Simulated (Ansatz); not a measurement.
# AlClO: the cost of one run

Method: def2-TZVPP, core rule «outside noble gas», up to 11 orbitals frozen; program: Ansatz 0.2.0, Gaussian basis.

To be run: UHF; ROHF; CCSD(T) on UHF.

2 further runs of the same task are left out: 2 set aside as unsound or not needed.

## 1. The geometry

The geometry is a PBE0/def2-TZVP stationary point (not a proven minimum) of the parent state, kept for this charge and spin.

3 atoms, charge 0, spin multiplicity 3.

Atoms are counted from 1 here; the program's logs count them from 0.

Bond lengths: Al1–O2 1.699 Å, O2–Cl3 1.640 Å. Angles: Al1–O2–Cl3 180.0°.

## 2. UHF

Input file in.yaml:

```yaml
crystal:
  periodic: [false, false, false]
  atoms:
    - {symbol: Al, position_ang: [0.000000, 0.000000, 1.679233]}
    - {symbol: O, position_ang: [0.000000, 0.000000, -0.019667]}
    - {symbol: Cl, position_ang: [0.000000, 0.000000, -1.659567]}
basis:
  gaussian: {orbitals: def2-TZVPP}
magnetization: {spin_polarized: true, initial_magnetization: 2}
hamiltonian: {xc: hf}
output: {orbitals: {seedname: orbitals}}
```

Started as:

```console
$ ansatz run in.yaml --threads 1 --pin off --events-out ev --progress --plain --max-ram 4096MiB --backend cpu
```

Q: Estimate wall time and peak memory on 1 thread of AMD EPYC 7R13, shared host.

About 14 s, with a peak of 0.32 GiB.
